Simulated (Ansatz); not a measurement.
Computed with Ansatz on PBE0-D4/def2-TZVP structures; ΔE is electronic, products minus reactants. CBS: MP2 limit from def2 TZ/QZ plus the TZ coupled-cluster correction, frozen cores. This one scheme is used for every species. One conformer a species, not always the lowest.

Consider the formal exchange of groups at a C–N bond: `C/N=C/Cl` + `CC(Cl)Cl` → `CC(C)(Cl)Cl` + `N=CCl`.

`C/N=C/Cl`:

Cartesian coordinates in Å:
```
C 0.867 -0.422 -0.515
N 0.096 0.717 -0.086
C -0.946 0.505 0.560
Cl -1.946 1.797 1.122
H 0.440 -1.388 -0.213
H 0.957 -0.398 -1.603
H 1.877 -0.337 -0.108
H -1.345 -0.473 0.843
```

`CC(Cl)Cl`:

Z-matrix (Å, degrees):
```
C
C 1 1.504
H 1 1.090 2 110.4
H 1 1.091 2 109.6 3 120.1
H 1 1.091 2 109.6 3 -120.1
Cl 2 1.777 1 110.8 3 61.5
Cl 2 1.777 1 110.8 3 -61.5
H 2 1.087 1 112.5 3 180.0
```

`CC(C)(Cl)Cl`:

Cartesian coordinates in Å:
```
C -0.694 1.096 -0.066
C 0.197 0.009 0.485
C 0.466 -1.106 -0.496
Cl 1.762 0.739 0.972
Cl -0.576 -0.683 1.948
H -1.657 0.667 -0.350
H -0.225 1.538 -0.948
H -0.857 1.875 0.677
H -0.479 -1.570 -0.786
H 1.111 -1.863 -0.052
H 0.953 -0.700 -1.384
```

`N=CCl`:

Cartesian coordinates in Å:
```
N -0.681 0.721 0.021
C 0.128 -0.228 0.049
Cl -0.167 -1.622 1.029
H -0.350 1.453 -0.605
H 1.070 -0.324 -0.493
```

```json
{"species": "`C/N=C/Cl`", "CCSD(T)/CBS(def2) energy (Eh)": "-592.96072"}
{"species": "`CC(Cl)Cl`", "CCSD(T)/CBS(def2) energy (Eh)": "-998.07052"}
{"species": "`CC(C)(Cl)Cl`", "CCSD(T)/CBS(def2) energy (Eh)": "-1037.33801"}
{"species": "`N=CCl`", "CCSD(T)/CBS(def2) energy (Eh)": "-553.70684"}
```

Problem. Work out ΔE.

Solution. ΔE = (-1037.33801) + (-553.70684) − (-592.96072) − (-998.07052) = -0.01361 Eh = -0.37 eV.

Largest T1 diagnostic among the species: 0.012.

The D4 term adds −0.07 eV with B3LYP and −0.03 eV with PBE0; it sums over pairs of atoms, weighted by their polarisabilities, and B3LYP, whose exchange is more repulsive, gets the larger term. From BLYP to BHLYP (50 % exact exchange), in def2-TZVPP and without D4, ΔE moves by −0.06 eV. In def2-TZVPP, CCSD(T) changes the Hartree–Fock value by −0.13 eV (the triples alone add −0.02 eV) and MP2 by −0.17 eV.

B3LYP here is the variant with VWN-RPA as its local correlation; programs differ in this.
